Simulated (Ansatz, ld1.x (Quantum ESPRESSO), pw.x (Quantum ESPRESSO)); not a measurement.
## What a changed setting does to a pw.x run (diamond P)

Potential: norm-conserving Troullier–Martins (Kleinman–Bylander form), ld1.x (Quantum ESPRESSO) 7.5, LDA (PW92); core [Ne], reference 3s2 3p1.5; waves: 3p (bound): rc 1.85 bohr; 3d channel at 0.1 Ry: rc 1.50 bohr; 3s (bound): rc 1.40 bohr; local part: the s channel; core correction: a·sin(br)/r model core inside 0.95 bohr.

The reference run (k-mesh 9³, cutoffs 60/240 Ry, Fermi–Dirac 0.01 Ry, mixing_beta 0.4, conv_thr 1e-9, no spin) gives -0.51 GPa at 19.134 Å³/atom, where all-electron LAPW gives -0.12 GPa. This run, with its own iteration cap, changes nbnd to 8.

```
&control
  calculation='scf', prefix='x', pseudo_dir='./', outdir='./tmp', tstress=.true., disk_io='none'
/
&system
  ibrav=0, nat=2, ntyp=1, ecutwfc=60, ecutrho=240, nbnd=8,
  occupations='smearing', smearing='fd', degauss=0.01
/
&electrons
  conv_thr=1e-09, mixing_beta=0.4, electron_maxstep=70
/
ATOMIC_SPECIES
P 1.0 P.UPF
CELL_PARAMETERS angstrom
  0.00000000 2.67466004 2.67466004
  2.67466004 0.00000000 2.67466004
  2.67466004 2.67466004 0.00000000
ATOMIC_POSITIONS crystal
P 0.0000 0.0000 0.0000
P 0.2500 0.2500 0.2500
K_POINTS automatic
9 9 9 0 0 0
```

```bash
pw.x < P.scf.in > P.scf.out
```

Task: How does the run end?

Result: It converges in 9 iterations; the free energy moves by +0.0 meV/atom and the pressure by +0.00 GPa. The result is that of the reference run.

```
Message from routine setup:
     using ibrav=0 with symmetry is DISCOURAGED, use correct ibrav instead
     lattice parameter (alat)  =       7.1480  a.u.
     unit-cell volume          =     258.2453 (a.u.)^3
     number of electrons       =        10.00
     number of Kohn-Sham states=            8
     kinetic-energy cutoff     =      60.0000  Ry
     charge density cutoff     =     240.0000  Ry
     scf convergence threshold =      1.0E-09
     Exchange-correlation= PW
     number of k points=    35  Fermi-Dirac smearing, width (Ry)=  0.0100
     iteration #  1     ecut=    60.00 Ry     beta= 0.40
     total energy              =     -32.01538888 Ry
     estimated scf accuracy    <       0.30807468 Ry
     iteration #  2     ecut=    60.00 Ry     beta= 0.40
     total energy              =     -31.99212373 Ry
     estimated scf accuracy    <       0.06470941 Ry
     iteration #  3     ecut=    60.00 Ry     beta= 0.40
     total energy              =     -32.00497549 Ry
     estimated scf accuracy    <       0.00166372 Ry
     [... 3 iterations left out ...]
     iteration #  7     ecut=    60.00 Ry     beta= 0.40
     total energy              =     -32.00519161 Ry
     estimated scf accuracy    <       0.00000010 Ry
     iteration #  8     ecut=    60.00 Ry     beta= 0.40
     total energy              =     -32.00519160 Ry
     estimated scf accuracy    <       0.00000003 Ry
     iteration #  9     ecut=    60.00 Ry     beta= 0.40
     the Fermi energy is     7.4906 ev
!    total energy              =     -32.00519161 Ry
     estimated scf accuracy    <          6.5E-10 Ry
     smearing contrib. (-TS)   =      -0.00616712 Ry
     The total energy is F=E-TS. E is the sum of the following terms:
     one-electron contribution =       5.06309934 Ry
     hartree contribution      =       2.32372933 Ry
     xc contribution           =     -12.74161873 Ry
     ewald contribution        =     -26.64423443 Ry
     convergence has been achieved in   9 iterations
          total   stress  (Ry/bohr**3)                   (kbar)     P=       -5.09
     Message from routine punch:
     Nothing written, as per user request (disk_io='none')
```

The run took about 14 s on one core of a shared host (Neoverse-N1, 64 threads, 498 GiB, load 33).
